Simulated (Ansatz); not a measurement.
Results of r²SCAN (Ansatz, a first-principles code, plane waves, PAW) for 2H MoTe2.

Numerical settings: plane-wave cutoff 560 eV, 12×12×4 k mesh (along the axes of the cell as run), Fermi–Dirac smearing 0.01 eV, no spin polarisation, scalar-relativistic PAW data made under PBE.

Cell (measured lattice):

```cif
data_Mo2Te4
_chemical_formula_sum 'Te4 Mo2'
_space_group_name_H-M_alt 'P63/mmc'
_space_group_IT_number 194
_space_group_name_Hall '-P 6c 2c'
_cell_length_a 3.51800
_cell_length_b 3.51800
_cell_length_c 13.97400
_cell_angle_alpha 90.000
_cell_angle_beta 90.000
_cell_angle_gamma 120.000
loop_
_atom_site_label
_atom_site_type_symbol
_atom_site_symmetry_multiplicity
_atom_site_Wyckoff_symbol
_atom_site_fract_x
_atom_site_fract_y
_atom_site_fract_z
_atom_site_occupancy
Te1 Te 4 f 0.66667 0.33333 0.12100 1
Mo1 Mo 2 c 0.33333 0.66667 0.25000 1
```

Q: Predict the band gap, smallest direct gap on the k points sampled and Γ–Γ gap.

A: 
- band gap = 0.82 eV
- smallest direct gap on the k points sampled = 1.13 eV
- Γ–Γ gap = 3.02 eV

Measured, for comparison: band gap 1.06 ± 0.01 eV (4 K, zero-point motion not removed, indirect, absorption from ellipsometry, single crystal; as tabulated in Gulo et al. (2023), doi:10.1103/physrevmaterials.7.044001).

Note: cell and atoms aren't relaxed at this level (largest force component 0.08 eV/Å, pressure 2.2 GPa).

Spin–orbit coupling is not included; with these elements it can move the gap by several tenths of an eV or more.
